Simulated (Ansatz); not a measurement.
SnSe (Pnma, No. 62) was calculated with PBE (Ansatz, a quantum-chemistry and plane-wave program, PAW).

Settings: plane-wave cutoff 520 eV, 4×8×8 k mesh (along the axes of the cell as run), Fermi–Dirac smearing 0.01 eV, scalar-relativistic PAW data made under PBE.

Cell (measured lattice):

```cif
data_Se4Sn4
_chemical_formula_sum 'Se4 Sn4'
_space_group_name_H-M_alt 'Pnma'
_space_group_IT_number 62
_space_group_name_Hall '-P 2ac 2n'
_cell_length_a 11.37000
_cell_length_b 4.18600
_cell_length_c 4.43900
_cell_angle_alpha 90.000
_cell_angle_beta 90.000
_cell_angle_gamma 90.000
loop_
_atom_site_label
_atom_site_type_symbol
_atom_site_symmetry_multiplicity
_atom_site_Wyckoff_symbol
_atom_site_fract_x
_atom_site_fract_y
_atom_site_fract_z
_atom_site_occupancy
Se1 Se 4 c 0.35550 0.25000 0.01720 1
Sn1 Sn 4 c 0.11870 0.25000 0.09880 1
```

Q: Give the computed band gap, smallest direct gap on the k points sampled and Γ–Γ gap.

A: 
band gap: 0.56 eV
smallest direct gap on the k points sampled: 0.68 eV
Γ–Γ gap: 1.29 eV

Measured, for comparison: band gap 0.91 eV (temperature not stated, not corrected to a static lattice, compiled measured gap; kind and temperature not stated; as tabulated in Kothakonda et al. (2022), arXiv:2208.02841).

Note: cell and atoms aren't relaxed at this level (largest force component 0.21 eV/Å, pressure 2.6 GPa).

Spin–orbit coupling is not included.

The computed numbers hold no vibrational or temperature effects.
